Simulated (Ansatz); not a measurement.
# N2 (triplet): wave-function methods side by side at distance N1–N2 = 4.385 Å, 6-31G

How much of the correlation energy of N2 (triplet) does each wave-function method recover here?

The runs use Ansatz 0.2.0, Gaussian basis; 6-31G, core rule «outside noble gas», up to 2 orbitals frozen.

The runs, in order: UHF; CCSD(T) on ROHF; BCCD(T) on ROHF; CISD; CCSDT(Q) on ROHF; CCSDT(Q) on UHF; CISDTQ; CASSCF and MRCISD+Q, 4 electrons in 4 orbitals; CASSCF and NEVPT2, 4 electrons in 4 orbitals; CASSCF and MRCISD+Q, 10 electrons in 8 orbitals; CASSCF and NEVPT2, 10 electrons in 8 orbitals; Full CI.

36 further runs of the same task are left out: 4 for a known fault of the program, 23 that didn't finish, 9 set aside as unsound or not needed.

## Step 1: The geometry

The geometry derives from a PBE0/def2-TZVP stationary point (not a proven minimum). One bond is set to the value named and the two fragments are kept rigid.

2 atoms, charge 0, spin multiplicity 3.

Atoms are counted from 1 here; the program's logs count them from 0.

No contacts short enough for the rule that draws bonds.

## Step 2: UHF

Contents of in.yaml:

```yaml
crystal:
  periodic: [false, false, false]
  atoms:
    - {symbol: N, position_ang: [0.000000, 0.000000, 0.000000]}
    - {symbol: N, position_ang: [0.000000, 0.000000, 4.385000]}
basis:
  gaussian: {orbitals: 6-31G}
magnetization: {spin_polarized: true, initial_magnetization: 2}
hamiltonian: {xc: hf}
output: {orbitals: {seedname: orbitals}}
```

Started as:

```bash
ansatz run in.yaml --threads 1 --pin off --events-out ev --progress --plain --max-ram 2393MiB
```

After this run come: CCSD(T) on ROHF; BCCD(T) on ROHF; CISD; CCSDT(Q) on ROHF; CCSDT(Q) on UHF; CISDTQ; CASSCF and MRCISD+Q, 4 electrons in 4 orbitals; CASSCF and NEVPT2, 4 electrons in 4 orbitals; CASSCF and MRCISD+Q, 10 electrons in 8 orbitals; CASSCF and NEVPT2, 10 electrons in 8 orbitals; Full CI.

Before running them: what should the planned runs give, taken together? Wanted: FCI from the UHF energy; NEVPT2 pair from FCI; MRCISD+Q pair from FCI; NEVPT2 valence from FCI; effectively unpaired electrons.

As calculated:

| quantity | value |
| --- | --- |
| FCI from the UHF energy | -3.8448 eV |
| NEVPT2 pair from FCI | +379.0 kJ/mol |
| MRCISD+Q pair from FCI | +290.2 kJ/mol |
| NEVPT2 valence from FCI | +63.5 kJ/mol |
| levels within 1 kcal/mol (43 meV) | MRCISD+Q valence |
| effectively unpaired electrons | 6.00 |

What this shows: MRCISD+Q valence falls below full CI: the +Q correction isn't variational, and the cores differ from full CI's. The occupations show strong static correlation (6.0 unpaired electrons where one determinant has 2). Of the multireference levels listed MRCISD+Q valence comes nearest in total energy (-0.4 kJ/mol), which doesn't show that its space is the better one. These misses are within one basis, not against nature.

Levels on UHF freeze UHF's core orbitals, full CI those of ROHF, so the U rows can settle a little off it for that reason alone.

Huber and Herzberg's tables give the ground state of this molecule as 1Σg+; the runs here treat another spin state.
